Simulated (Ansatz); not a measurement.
## Relaxing AgPdCl3

Method: DFT PBE, scalar-relativistic, plane waves, PAW in Ansatz. Cutoff 420 eV, Γ-centred k mesh, Gaussian smearing, collinear spin, first started from parallel moments.

The start puts AgPdCl3 on the cubic perovskite structure type (Pm-3m, No. 221), with Pd in place of Sr, Ag in place of Ti, Cl in place of O, at a guessed volume.

```yaml
crystal:
  lattice:
    - [4.72791, 0.00000, 0.00000]
    - [0.00000, 4.72791, 0.00000]
    - [0.00000, 0.00000, 4.72791]
  atoms:
    - { symbol: Ag, position: [0.50000, 0.50000, 0.50000] }
    - { symbol: Pd, position: [0.00000, 0.00000, 0.00000] }
    - { symbol: Cl, position: [0.00000, 0.50000, 0.50000] }
    - { symbol: Cl, position: [0.50000, 0.00000, 0.50000] }
    - { symbol: Cl, position: [0.50000, 0.50000, 0.00000] }
```

Steps on the 4×4×4 mesh (5 atoms). 5 of 5 steps are shown, and the free energy counts from the last. Trial steps that were taken back and renewals of the plane-wave basis can be among the rows.

| step | ΔF (meV/atom) | V (Å³/atom) | P (GPa) |
| --- | --- | --- | --- |
| 1 | 100.9 | 21.14 | 9.81 |
| 2 | 10.8 | 23.64 | 2.52 |
| 3 | 1.2 | 24.65 | 0.63 |
| 4 | 0.5 | 25.01 | 0.06 |
| 5 | 0.0 | 25.01 | 0.08 |

A final relaxation ran on a 8×8×8 mesh. The relaxed crystal, Pm-3m (No. 221):

```
Ag Pd Cl
1.0
     5.00042    0.00000    0.00000
     0.00000    5.00042    0.00000
     0.00000    0.00000    5.00042
Ag Pd Cl
1 1 3
Cartesian
  2.5002 2.5002 2.5002
  0.0000 0.0000 0.0000
  0.0000 2.5002 2.5002
  2.5002 0.0000 2.5002
  2.5002 2.5002 0.0000
```

| Property | Result |
| --- | --- |
| Volume per atom | 25.01 Å³ |
| Density | 4.26 g/cm³ |
| Energy over the elements | 0.16 eV/atom |
| Gap on the 8×8×8 mesh | 0 eV (a metal) |
| Net moment per atom | 0.19 μB |
| Largest site moment | 0.80 μB |

Formation energies are uncorrected and refer to the elements' standard structures at the same level (Cl₂ as a molecule).

The final run used a 8×8×8 mesh on its 5-atom cell and 0.10 eV smearing. For metals, differences of a few meV/atom aren't resolved.

Symmetry constrained the relaxation, so the result can be a saddle point.

Symmetry holds off the tilts and polar distortions that many cubic perovskites undergo.

Cost: 3 runs of about 1.5 core-minutes in all, on Arm Neoverse V1 (shared hosts).